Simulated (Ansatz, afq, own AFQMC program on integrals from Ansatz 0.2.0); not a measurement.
**Where AFQMC and coupled cluster stand for Sn⁺, quartet**

A free Sn cation.

Basis def2-TZVPP with its core potentials. Only valence electrons are correlated. AFQMC by an in-house program on the Cholesky factors that Ansatz 0.2.0 writes for its CCSD(T) run. ph-AFQMC/CISD is guided by a CISD state made of CCSD amplitudes; releasing the constraint for a short imaginary time cuts its bias at the price of noise, slowly where states lie close. Free projection: walkers drawn from exp(T), propagated without any constraint. Its projection time is finite, and what remains of the start isn't in its error. Uncertainties: one standard error, sampling alone. No spin–orbit coupling.

Determinant: ROHF, the one that the program's search chose, which needn't be the lowest solution.

Full CI on the same integrals is exact in this basis and with this determinant's frozen core.

Cautions: no spin-orbit coupling; inner d shell frozen; another spin lies lower (by 5.14 eV).

- T1 diagnostic: 0.0025
- weight of the determinant in the CISD state: 0.990
- size of the correlated space: 3 electrons in 41 orbitals

```tsv
level	correlation energy (eV)
MP2	-0.1975
CCSD	-0.2856
CCSD(T)	-0.2872
```

**Question.** Estimate where free-projection AFQMC lies against CCSD(T) on the same integrals.

**Answer.** 0.0 ± 0.02 kJ/mol below CCSD(T). The gap is under twice the noise, so this walk alone can't tell the two apart.

Reference: full CI, correlation energy -0.288 eV. The released energy is read at 2.40 1/Eh (meV from the phaseless value at times in 1/Eh: -0.5 ± 0.3 at 0.24, -0.5 ± 0.3 at 0.51, -0.1 ± 0.3 at 0.99, -0.3 ± 0.3 at 1.62, -0.1 ± 0.3 at 2.40).

```json
{"level": "CCSD(T)", "E − E(reference) (kJ/mol)": "0.1", "share of correlation (%)": "99.76"}
{"level": "ph-AFQMC/HF", "E − E(reference) (kJ/mol)": "1.8 ± 0.4", "share of correlation (%)": "93.69"}
{"level": "ph-AFQMC/CISD", "E − E(reference) (kJ/mol)": "0.0 ± 0.03", "share of correlation (%)": "99.85"}
{"level": "released AFQMC", "E − E(reference) (kJ/mol)": "0.0 ± 0.03", "share of correlation (%)": "99.90"}
{"level": "free AFQMC", "E − E(reference) (kJ/mol)": "0.0 ± 0.02", "share of correlation (%)": "99.87"}
```

Free projections are given only where their last times agree within the noise and don't stop above the reference; a slow remainder of the start can still hide under it. A walk keeps the symmetry of its determinant, which the program's search chose and which needn't be the lowest solution, so a lower state of the same spin and another symmetry isn't excluded. Released energies are given only where the last usable release times agree within the noise; a slower fall can still hide under it.
